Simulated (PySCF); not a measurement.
# How good is the calculation?

Numbering as in the mapped SMILES `[F:1][c:2]1[cH:3][cH:4][cH:5][cH:6][cH:7]1`; H(Xn) means a hydrogen on atom n.

Published estimates (parent shift plus substituent increments) and measurements: δ 1H H(C4)/H(C6) 7.29; H(C5) 7.04; H(C3)/H(C7) 7.01 ppm (measured; solution, diethyl ether, 325 K; Shapiro, Mohrmann, J. Phys. Chem. Ref. Data 1977, 6, 919).
δ 1H H(C4)/H(C6) 7.34; H(C5) 7.13; H(C3)/H(C7) 7.05 ppm (measured; solution, methanol, 311 K; Shapiro, Mohrmann, J. Phys. Chem. Ref. Data 1977, 6, 919).
δ 13C C2 163.3; C4/C6 129.9; C5 124.0; C3/C7 115.6 ppm (estimated from measurements, as parent shift plus tabulated substituent increment; solution, CCl4; Levy, Lichter, Nelson pp. 111-112; Breitmaier, Voelter pp. 256-258, as tabulated by Wired Chemist).
δ 13C C4/C6 130.1; C5 124.1; C3/C7 115.5; δ 1H H(C4)/H(C6) 7.31; H(C5) 7.13; H(C3)/H(C7) 7.03 ppm (estimated from measurements, as parent shift plus tabulated substituent increment; solution, not stated per compound (mostly CDCl3 or CCl4); Pretsch, Buehlmann, Badertscher, Structure Determination of Organic Compounds, 4th ed. (2009)). Coupling constants: 3J(H(C3),H(C4)) 8.4 Hz, 4J(H(C3),H(C5)) 1.1 Hz, 5J(H(C3),H(C6)) 0.4 Hz, 4J(H(C3),H(C7)) 2.7 Hz, 3J(H(C4),H(C5)) 7.5 Hz, 4J(H(C4),H(C6)) 1.8 Hz, 1J(C5,H(C5)) 161.0 Hz, 1J(C2,F1) -245.3 Hz, 2J(C3,F1) 21.0 Hz, 3J(C4,F1) 7.7 Hz.

- spin–spin couplings from B3LYP/pcJ-1 (spin–dipole term only in couplings to heteroatoms)
- GFN2-xTB geometry
- GIAO PBE0/pcSseg-1 shieldings
- program: PySCF
- relativity neglected, single conformer, no solvent, fast rotation and ring inversion assumed for equivalent nuclei

Q: How close does the calculation come?

A: 
Reference values: measured (solution, diethyl ether, 325 K; Shapiro, Mohrmann, J. Phys. Chem. Ref. Data 1977, 6, 919).
```csv
atoms,quantity,reference,computed,"computed, scaled"
H(C4)/H(C6),δ 1H,7.29,7.66,7.31
H(C5),δ 1H,7.04,7.39,7.06
H(C3)/H(C7),δ 1H,7.01,7.37,7.04
```

Reference values: measured (solution, methanol, 311 K; Shapiro, Mohrmann, J. Phys. Chem. Ref. Data 1977, 6, 919).
| atoms | quantity | reference | computed | computed, scaled |
| --- | --- | --- | --- | --- |
| H(C4)/H(C6) | δ 1H | 7.34 | 7.66 | 7.31 |
| H(C5) | δ 1H | 7.13 | 7.39 | 7.06 |
| H(C3)/H(C7) | δ 1H | 7.05 | 7.37 | 7.04 |

Reference values: estimated from measurements, as parent shift plus tabulated substituent increment (solution, CCl4; Levy, Lichter, Nelson pp. 111-112; Breitmaier, Voelter pp. 256-258, as tabulated by Wired Chemist).
```csv
atoms,quantity,reference,computed,"computed, scaled"
C2,δ 13C,163.3,173.1,166.5
C4/C6,δ 13C,129.9,135.7,130.1
C5,δ 13C,124.0,128.9,123.5
C3/C7,δ 13C,115.6,121.4,116.1
```

Reference values: estimated from measurements, as parent shift plus tabulated substituent increment (solution, not stated per compound (mostly CDCl3 or CCl4); Pretsch, Buehlmann, Badertscher, Structure Determination of Organic Compounds, 4th ed. (2009)).
```
      atoms  quantity  reference  computed  computed, scaled
      C4/C6     δ 13C      130.1     135.7             130.1
         C5     δ 13C      124.1     128.9             123.5
      C3/C7     δ 13C      115.5     121.4             116.1
H(C4)/H(C6)      δ 1H       7.31      7.66              7.31
      H(C5)      δ 1H       7.13      7.39              7.06
H(C3)/H(C7)      δ 1H       7.03      7.37              7.04
```

Computed shifts are σ(ref) − σ with the named reference compound (TMS for H and C) calculated as an isolated molecule at the same level. The measured values may be among those fitted. Shieldings were converted by linear fits to measured shifts (mostly CDCl3, TMS scale, for H and C): 1H (scatter 0.17 ppm rms, 0.18 ppm with the 4 outliers that the fit left out); 13C (scatter 2.1 ppm rms, 2.3 ppm with the 13 outliers that the fit left out). A few per cent of atoms miss by over 2 rms, more outside the fitted compound classes.

Coupling constants in Hz (some tables give magnitudes without signs):
```tsv
coupling	reference	computed	source
3J(H(C3),H(C4))	8.4	9.5	measured; solution (compiled); Pretsch, Buehlmann, Badertscher, Structure Determination of Organic Compounds, 4th ed., Springer 2009
4J(H(C3),H(C5))	1.1	0.7	measured; solution (compiled); Pretsch, Buehlmann, Badertscher, Structure Determination of Organic Compounds, 4th ed., Springer 2009
5J(H(C3),H(C6))	0.4	0.3	measured; solution (compiled); Pretsch, Buehlmann, Badertscher, Structure Determination of Organic Compounds, 4th ed., Springer 2009
4J(H(C3),H(C7))	2.7	2.5	measured; solution (compiled); Pretsch, Buehlmann, Badertscher, Structure Determination of Organic Compounds, 4th ed., Springer 2009
3J(H(C4),H(C5))	7.5	8.5	measured; solution (compiled); Pretsch, Buehlmann, Badertscher, Structure Determination of Organic Compounds, 4th ed., Springer 2009
4J(H(C4),H(C6))	1.8	1.3	measured; solution (compiled); Pretsch, Buehlmann, Badertscher, Structure Determination of Organic Compounds, 4th ed., Springer 2009
1J(C5,H(C5))	161.0	165.2	measured; liquid or solution (compiled); San Fabian, Garcia de la Vega, Suardiaz et al., Magn. Reson. Chem. 2013, 51, 775 (SI)
1J(C2,F1)	-245.3	-311.2	measured; liquid or solution; F. J. Weigert, PhD thesis, Caltech 1968 (Carbon-13 magnetic resonance spectroscopy)
2J(C3,F1)	21.0	17.5	measured; liquid or solution; F. J. Weigert, PhD thesis, Caltech 1968 (Carbon-13 magnetic resonance spectroscopy)
3J(C4,F1)	7.7	5.1	measured; liquid or solution; F. J. Weigert, PhD thesis, Caltech 1968 (Carbon-13 magnetic resonance spectroscopy)
```

Q: How far are the unscaled 1H shifts from the references?

A: Mean signed difference +0.33 ppm, mean absolute 0.33 ppm over 9 comparisons; the largest is +0.37 ppm at H(C4)/H(C6) (hydrogen on an aromatic CH).

Q: How far are the unscaled 13C shifts from the references?

A: Mean signed difference +6.09 ppm, mean absolute 6.09 ppm over 7 comparisons; the largest is +9.8 ppm at C2 (aromatic carbon bearing fluorine).

26 of the 66 published NMR values on file for this molecule are compared. The rest: values from further sources, values whose atom or origin is in doubt.

Common functionals overestimate the size of one-bond C–F couplings by tens of Hz; these are unscaled. Unscaled 3J(H,H) at this level run about 10 % above measured values.
